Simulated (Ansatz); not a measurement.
C₄H₄F₂, SMILES `F/C=C\C=C/F`, relaxed with RKS PBE0-D4/def2-TZVP in the Gaussian-basis code of Ansatz from a PBE-D4/def2-SVP geometry. The force threshold is 0.005 eV/Å; the program also tests the step.

The species carries charge 0 and has multiplicity 1.

Start:

```xyz
10

F    -1.977   -1.096    1.147
C    -1.183   -0.049    1.432
C    -0.172    0.330    0.622
C     0.172   -0.330   -0.622
C     1.183    0.049   -1.433
F     1.977    1.097   -1.148
H    -1.452    0.445    2.380
H     0.422    1.200    0.940
H    -0.422   -1.200   -0.940
H     1.453   -0.446   -2.380
```

Problem. How much energy does the relaxation release, and in how many steps? (An estimate is asked.)

Solution. Computed: 5.87 kJ/mol, in 4 steps.

Problem. Which bonds change most? (Best estimate.)

Solution. Ansatz gave: C4–C5 from 1.351 to 1.327 Å; C2–C3 from 1.351 to 1.327 Å; C2–H7 from 1.102 to 1.083 Å; C5–H10 from 1.102 to 1.083 Å.

Problem. Give the relaxed structure. (Estimate.)

Solution. Computed: 
```xyz
10

F    -1.953   -1.084    1.134
C    -1.164   -0.042    1.417
C    -0.171    0.329    0.619
C     0.171   -0.329   -0.619
C     1.164    0.042   -1.417
F     1.953    1.084   -1.134
H    -1.434    0.440    2.348
H     0.412    1.185    0.935
H    -0.412   -1.185   -0.935
H     1.433   -0.439   -2.348
```
